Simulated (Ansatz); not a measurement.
Basis-set extrapolation for fluoromethane, CH₃F (PBE0-D4/def2-TZVP geometry, frozen core, the Gaussian-basis code of Ansatz). Multiplicity 1, RHF reference.

|  | def2-TZVPP | def2-QZVPP |
| --- | --- | --- |
| HF | -139.102218 | -139.108884 |
| MP2 correlation | -0.432116 | -0.468282 |
| CCSD(T) correlation | -0.461853 | -0.495877 |

Energies in hartree. Use E(X) = E(∞) + A·exp(−7.88·√X) for Hartree–Fock and E(X) = E(∞) + B·X^(−2.97) for correlation, with X = 3 and 4.

Task: What is the CCSD(T) energy at the basis-set limit?

Result: HF limit: -139.108884 + (-0.006666) × 0.13774 = -139.10980. Correlation limit: -0.495877 + (-0.034024) × 0.74074 = -0.52108. Total: -139.63088 hartree, 41.9 kcal/mol below CCSD(T)/def2-TZVPP.
